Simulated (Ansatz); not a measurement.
C3H7NOS can be A, `CC(O)C(N)=S`, or B, `CC1(O)NCS1`.

Calculated with Ansatz (gas phase, PBE0-D4/def2-TZVP geometries, no zero-point term in ΔE). CCSD(T)/CBS is the MP2 limit (def2-TZVPP, def2-QZVPP) plus CCSD(T) − MP2 in def2-TZVPP, frozen cores. Functionals use def2-TZVPP. One conformer a species, not always the lowest.

Which is lower in electronic energy at CCSD(T)/CBS, and by how much? (Estimate.)

Computed: A, by 75.1 kJ/mol.

Give E(B) − E(A) in kJ/mol with HF/def2-TZVPP, CCSD/def2-TZVPP, PBE-D4, PBE0-D4, ωB97M-V, CCSD(T)/def2-TZVPP, r2SCAN-D4. (Estimate.)

Ansatz gave: HF/def2-TZVPP 91.2, CCSD/def2-TZVPP 74.0, PBE-D4 77.6, PBE0-D4 72.2, ωB97M-V 74.7, CCSD(T)/def2-TZVPP 74.8, r2SCAN-D4 85.8. None reverses the order clearly.

Largest T1 diagnostic: 0.015.

From PBE to PBE0 (25 % exact exchange), in def2-TZVPP and without D4, E(B) − E(A) moves by −5.8 kJ/mol. In def2-TZVPP, CCSD(T) changes the Hartree–Fock value by −16.4 kJ/mol (the triples alone add +0.9 kJ/mol) and MP2 by −16.3 kJ/mol.
